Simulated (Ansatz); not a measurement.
**NO2 radical: from a rough start to a minimum**

What shape does NO2 radical take? The plan is to relax it, check the end point by its vibrations and derive ideal-gas thermochemistry, and look at its orbitals and charge.

Program: Ansatz 0.2.0, Gaussian basis. Level of theory: UKS PBE0-D4/def2-TZVP. These are calculated values, not measurements.

Plan: relaxation at PBE0-D4/def2-TZVP; harmonic vibrations at the same level; a single point in def2-TZVPP for the fields.

### 1 The starting structure

SMILES `[O][N][O]`, 3 atoms, charge 0, spin multiplicity 2.

Atoms are counted from 1 here; the program's logs count them from 0.

Bond lengths: N1–O2 1.216 Å, N1–O3 1.216 Å. Angles: O2–N1–O3 133.7°.

The start is a GFN2-xTB geometry.

### 2 Geometry optimisation, PBE0-D4/def2-TZVP

in.yaml

```yaml
crystal:
  periodic: [false, false, false]
  atoms:
    - {symbol: N, position_ang: [0.000000, 0.000000, 0.332273]}
    - {symbol: O, position_ang: [0.000000, 1.118122, -0.145370]}
    - {symbol: O, position_ang: [0.000000, -1.118122, -0.145370]}
basis:
  gaussian: {orbitals: def2-TZVP}
magnetization: {spin_polarized: true, initial_magnetization: 1}
hamiltonian: {xc: pbe0, dispersion: d4}
relax: {f_tol: 0.005, max_steps: 150}
```

The run is started by

```console
$ ansatz run in.yaml --threads 2 --pin off --events-out ev --progress --plain --max-ram 32768MiB --backend cpu
```

After this run come: Harmonic vibrations; Fields at the relaxed geometry.

Before running them: what should the planned runs give, taken together? Wanted: point group; shift from the start; total energy; dispersion term; dipole moment; lowest, highest wavenumber; zero-point energy; HOMO, LUMO.

The runs gave:

| quantity | value |
| --- | --- |
| point group | C2v |
| steps | 5 |
| shift from the start (rms) | 0.024 Å |
| total energy | -5577.0926 eV |
| dispersion term | -20 meV |
| dipole moment | 0.34 D |
| lowest, highest wavenumber | 782, 1783 cm⁻¹ |
| zero-point energy | 24.0 kJ/mol |
| entropy at 298.15 K | 239.5 J/(mol K) |
| HOMO, LUMO (alpha spin) | -8.22, -2.17 eV |

In words: The atoms moved 0.024 Å (rms) from the start; the bond that changed most is N1–O3, from 1.216 to 1.183 Å. The bonds at the end are not those of the start, so the run found another structure. No mode is imaginary: a true minimum at this level. The stiffest mode, 1783 cm⁻¹, is an N–O stretch. Harmonic hybrid wavenumbers usually lie a few per cent above measured fundamentals. The largest Mulliken charge, +0.37 e, sits on N1. The alpha HOMO lies mostly on N1 37 %; O2, O3 about 32 % each and the LUMO on N1 46 %; O2, O3 about 27 % each. The unpaired spin sits mainly on N1 42 %; O2, O3 about 29 % each.
